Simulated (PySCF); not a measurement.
Compound: H₃O₄P.
Bonds: O1–P2 (double), P2–O3, P2–O4, P2–O5. Hydrogens: H6 on O3; H7 on O4; H8 on O5.

Computed, not measured: PBE0-D3(BJ)/def2-SVP geometry optimisation, gas phase in PySCF.

What internal coordinates does the optimisation give?

| bond | length (Å) |
| --- | --- |
| O1=P2 | 1.471 |
| P2–O3, P2–O4 | 1.612 |
| P2–O5 | 1.600 |
| O3–H6, O4–H7, O5–H8 | 0.965 |

Bonds in one row agree within 0.01 Å and their mean is given. A selection of angles:
| angle | degrees |
| --- | --- |
| O1–P2–O3 | 116.2 |
| O3–P2–O4 | 102.1 |
| O3–P2–O5 | 102.7 |
| P2–O3–H6 | 110.1 |
| P2–O5–H8 | 113.5 |

Torsions: H6–O3–P2–O1 0° (synperiplanar); H7–O4–P2–O1 1° (synperiplanar); H8–O5–P2–O1 172° (antiperiplanar). The mirror-image conformer, all signs reversed, is as good.

P2 (phosphoryl phosphorus) is distorted tetrahedral (angles from 102.1° to 116.2°). The O–P distances run from 1.471 Å (O1=P2, drawn double) to 1.613 Å (P2–O3, drawn single), a spread of 0.142 Å. O3 (hydroxyl oxygen) is bent (angle 110.1°).

Point group: near Cs, missed by 0.19 Å at most; the miss may be what the optimiser left on a soft mode. Whether it is a minimum is left open (no frequencies). One conformer, not necessarily the lowest (O1–P2–O3–H 0°, O1–P2–O4–H 1°, O1–P2–O5–H 172°).
